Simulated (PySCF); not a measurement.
**input.py for BH**

The script input.py:

```python
from pyscf import gto, scf

mol = gto.M(
    atom='B 0 0 0; H 0 0 1.192',
    basis='3-21g',
    charge=0,
    spin=0,
    verbose=4,
)
mf = scf.RHF(mol)
mf = mf.density_fit(auxbasis='def2-universal-jkfit')
mf.kernel()
mf.nuc_grad_method().kernel()
mf.dip_moment()
print('orbital energies (hartree):', mf.mo_energy[..., max(0, mol.nelec[1]-3):mol.nelec[0]+3].round(4))
```

```bash
$ OMP_NUM_THREADS=1 python input.py
```

The log (some set-up lines and the per-cycle HOMO/LUMO lines with their warnings removed):

```
PySCF version 2.14.0

[INPUT] verbose = 4
[INPUT] num. atoms = 2
[INPUT] num. electrons = 6
[INPUT] charge = 0
[INPUT] spin (= nelec alpha-beta = 2S) = 0
[INPUT] symmetry False subgroup None
[INPUT] Mole.unit = angstrom
[INPUT] Symbol           X                Y                Z      unit          X                Y                Z       unit  Magmom
[INPUT]  1 B      0.000000000000   0.000000000000   0.000000000000 AA    0.000000000000   0.000000000000   0.000000000000 Bohr   0.0
[INPUT]  2 H      0.000000000000   0.000000000000   1.192000000000 AA    0.000000000000   0.000000000000   2.252553540482 Bohr   0.0

nuclear repulsion = 2.2197030659396
number of shells = 7
number of NR pGTOs = 18
number of NR cGTOs = 11
basis = 3-21g
ecp = {}

******** <class 'pyscf.df.df_jk.DFRHF'> ********
method = DFRHF
initial guess = minao
damping factor = 0
level_shift factor = 0
DIIS = <class 'pyscf.scf.diis.CDIIS'>
diis_start_cycle = 1
diis_space = 8
diis_damp = 0
SCF conv_tol = 1e-09
SCF conv_tol_grad = None
SCF max_cycles = 50
direct_scf = False
Set gradient conv threshold to 3.16228e-05
Initial guess from minao.
******** <class 'pyscf.df.df.DF'> ********
auxbasis = def2-universal-jkfit
init E= -24.7646062848495
cycle= 1 E= -24.9649230386499  delta_E= -0.2  |g|= 0.138  |ddm|= 1.22
cycle= 2 E= -24.9755275632253  delta_E= -0.0106  |g|= 0.0339  |ddm|= 0.254
cycle= 3 E= -24.9762351295544  delta_E= -0.000708  |g|= 0.00793  |ddm|= 0.0668
cycle= 4 E= -24.9762813106386  delta_E= -4.62e-05  |g|= 0.000551  |ddm|= 0.0225
cycle= 5 E= -24.9762815370396  delta_E= -2.26e-07  |g|= 4.53e-05  |ddm|= 0.00171
cycle= 6 E= -24.9762815380937  delta_E= -1.05e-09  |g|= 4.39e-06  |ddm|= 9.74e-05
cycle= 7 E= -24.9762815381065  delta_E= -1.28e-11  |g|= 5.36e-07  |ddm|= 1.76e-05
Extra cycle  E= -24.9762815381067  delta_E= -1.63e-13  |g|= 1.6e-07  |ddm|= 1.4e-06
converged SCF energy = -24.9762815381067

******** <class 'pyscf.df.grad.rhf.Gradients'> for <class 'pyscf.df.df_jk.DFRHF'> ********
unit = Eh/Bohr
--------------- DFRHF gradients ---------------
         x                y                z
0 B     0.0000000000     0.0000000000     0.0161515900
1 H     0.0000000000    -0.0000000000    -0.0161515900
----------------------------------------------
Dipole moment(X, Y, Z, Debye):  0.00000, -0.00000,  1.69684
orbital energies (hartree): [-7.6324 -0.6584 -0.3379  0.0708  0.0708  0.3369]
```

In short: E(SCF) = -24.976282 Eh, 7 cycles, μz(SCF) = 1.70 D, gradient on the second atom -0.0162 Eh/bohr.

Run time: 0.63 s on 1 thread of Arm Neoverse V2 (shared host), peak memory 0.12 GiB.

The basis is very small, so the numbers show the basis as much as the system. Stability towards an unrestricted solution was not tested. The bond length is a typed value, not an optimised one.
